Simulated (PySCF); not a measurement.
1-chloro-2-fluoroethene, C₂H₂ClF, SMILES F/C=C/Cl, point group Cs.

Level: B3LYP/pcSseg-1 in PySCF (density fitting, grid level 2); geometry and Hessian at that level, cubic constants and property derivatives from steps of ±0.6 along each species' dimensionless normal coordinates, second-order vibrational perturbation theory. The parent has the commonest isotopes.

Equilibrium geometry (Å):

| atom | x | y | z |
| --- | --- | --- | --- |
| F1 | -1.7671 | 0.4572 | -0.1890 |
| C2 | -0.6351 | -0.2693 | -0.1444 |
| C3 | 0.5412 | 0.3302 | -0.0505 |
| Cl4 | 2.0282 | -0.5778 | 0.0111 |
| H5 | -0.8058 | -1.3404 | -0.1920 |
| H6 | 0.6512 | 1.4081 | -0.0065 |

Task: How much do zero-point and thermal motion change the parent's shieldings?

Result: 
| atom | σe (ppm) | anharmonic part, 0 K | harmonic part, 0 K | Δσ at 0 K | Δσ at 250 K | Δσ at 1000 K |
| --- | --- | --- | --- | --- | --- | --- |
| F1 | 292.33 | -2.29 | -8.08 | -10.37 | -11.10 | -19.45 |
| C2 | 16.58 | -1.28 | -2.25 | -3.53 | -3.65 | -5.60 |
| C3 | 56.63 | -1.67 | -2.44 | -4.11 | -4.28 | -6.90 |
| Cl4 | 801.43 | -5.28 | -13.89 | -19.17 | -21.17 | -41.99 |
| H5 | 24.47 | -0.14 | -0.34 | -0.48 | -0.49 | -0.64 |
| H6 | 25.27 | -0.14 | -0.36 | -0.50 | -0.51 | -0.69 |

Task: And the bond lengths, in the parent and with ²H at 5?

Result: 
| bond | re (Å) | ⟨r⟩ at 0 K | between mean positions | ⟨r⟩, labelled |
| --- | --- | --- | --- | --- |
| F1–C2 | 1.3458 | 1.3536 | 1.3501 | 1.3534 |
| C2–C3 | 1.3236 | 1.3301 | 1.3283 | 1.3299 |
| C3–Cl4 | 1.7434 | 1.7508 | 1.7488 | 1.7509 |
| C2–H5 | 1.0857 | 1.1061 | 1.0910 | 1.1006 |
| C3–H6 | 1.0843 | 1.1045 | 1.0888 | 1.1046 |

Task: What are the dipole moments?

Result: 0.220 D at equilibrium; averaged at 0 K: parent 0.214 D; ²H at 5 0.218 D; ²H at 6 0.210 D; ²H at 5, ²H at 6 0.214 D; ³⁷Cl at 4 0.214 D; ¹³C at 2 0.215 D; ¹³C at 3, ²H at 5 0.218 D.

The study (211 SCF points, 85 basis functions) took 7.7 min on 1 thread of AMD EPYC 9R45 96-Core, shared host (rough), peak memory 0.46 GiB, launched as `OMP_NUM_THREADS=1 python ens_run.py task.json out`.
